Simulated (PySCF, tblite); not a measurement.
Dissociation curve of LiH, singlet.

Methods: GFN2-xTB, 300 K electronic temperature (tblite); UCCSD(T) = CCSD(T) on UHF/cc-pVDZ in PySCF 2.14.0.

Energies relative to the lowest point of each curve near equilibrium, in kcal/mol; the last columns give the difference from UCCSD(T):

| R / Å | GFN2-xTB | UCCSD(T) | GFN2-xTB − UCCSD(T) |
|---|---|---|---|
| 1.26 | 1.2 | 13.1 | -11.9 |
| 1.36 | 0.0 | 6.0 | -6.0 |
| 1.45 | 0.4 | 2.3 | -1.9 |
| 1.51 | 1.2 | 0.8 | 0.3 |
| 1.57 | 2.3 | 0.1 | 2.1 |
| 1.60 | 2.9 | 0.0 | 2.9 |
| 1.66 | 4.4 | 0.1 | 4.3 |
| 1.68 | 4.9 | 0.3 | 4.7 |
| 1.74 | 6.6 | 0.9 | 5.7 |
| 1.88 | 10.9 | 3.6 | 7.3 |
| 1.99 | 14.4 | 6.6 | 7.8 |
| 2.14 | 19.1 | 11.2 | 7.9 |
| 2.40 | 28.8 | 19.7 | 9.1 |
| 2.62 | 37.2 | 26.6 | 10.6 |
| 2.88 | 46.8 | 33.9 | 12.9 |
| 3.19 | 57.5 | 40.8 | 16.7 |
| 3.49 | 66.7 | 45.4 | 21.3 |
| 3.88 | 76.9 | 48.9 | 28.0 |
| 4.33 | 86.0 | 50.7 | 35.2 |
| 4.80 | 92.7 | 51.5 | 41.2 |
| 5.60 | — | 51.9 | — |
| 6.41 | — | 52.0 | — |

GFN2-xTB is furthest from UCCSD(T) at 4.80 (41.2 kcal/mol, above); its mean absolute difference over the points is 11.9 kcal/mol.

A dash means that the run gave no value there, or that the column was ended at a point which the program doubted or which failed a test of continuity chosen for this set; such a test can also cut sound points.

The unrestricted determinant behind UCCSD(T) is spin-contaminated at 2.40 to 6.41 Å (<S²> up to 1.0, against 0.00 for a pure singlet).
